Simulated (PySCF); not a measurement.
# Magnetic susceptibility: `C[C-](C#N)C#N`, [C₄H₃N₂]-, charge -1

Geometry:
| atom | x (Å) | y (Å) | z (Å) |
| --- | --- | --- | --- |
| C1 | -0.959 | -0.571 | 0.191 |
| C2 | 0.319 | 0.189 | -0.082 |
| C3 | 1.506 | -0.486 | -0.179 |
| N4 | 2.502 | -1.086 | -0.272 |
| C5 | 0.291 | 1.554 | -0.184 |
| N6 | 0.238 | 2.716 | -0.279 |
| H7 | -0.909 | -1.574 | -0.242 |
| H8 | -1.158 | -0.686 | 1.268 |
| H9 | -1.816 | -0.050 | -0.246 |

Total charge -1.

Method used: PySCF 2.14.0, GIAO KT3/aug-pcSseg-1 magnetisability, rotational g tensor and spin-rotation constants, non-relativistic, gas phase. Geometry: GFN2-xTB.

For an ion the centre-of-mass motion in the field is neglected. The highest occupied orbital is unbound at this level, so the values depend on the basis.

(1) What are the magnetisability and the molar susceptibility?

(2) Split it along the inertial axes a, b, c into diamagnetic and paramagnetic parts about the centre of mass, with the quadrupole moment.

(3) And the rotational g tensor?

Results:

(1) Isotropic -821 × 10⁻³⁰ J/T², or -49.4 × 10⁻⁶ cm³/mol; principal values -873, -868, -722 × 10⁻³⁰ J/T², anisotropy 149 × 10⁻³⁰ J/T² (root of half the summed squared differences of the principal values). The susceptibility is in cgs units.

(2) 
| axis | χ (10⁻⁶ cm³/mol) | diamagnetic (10⁻⁶ cm³/mol) | paramagnetic (10⁻⁶ cm³/mol) | summed x² of all electrons (Å²) | quadrupole Θ (D Å) |
| --- | --- | --- | --- | --- | --- |
| a | -52.2 | -288.5 | 236.3 | 100.7 | -23.97 |
| b | -52.6 | -468.3 | 415.8 | 58.3 | +8.47 |
| c | -43.5 | -674.3 | 630.8 | 9.7 | +15.50 |

Anisotropies 2χaa − χbb − χcc = -8.4 and 2χbb − χaa − χcc = -9.4 × 10⁻⁶ cm³/mol. Θ is traceless in Buckingham's convention.

(3) 
```csv
axis,rotational constant (GHz),g,nuclear part,electronic part
a,5.9603,-0.0593,0.6024,-0.6617
b,2.9030,-0.0545,0.5125,-0.5670
c,1.9763,-0.0493,0.5363,-0.5857
```
Asymmetric top; isotopes 12C, 1H, 14N; no vibrational averaging.
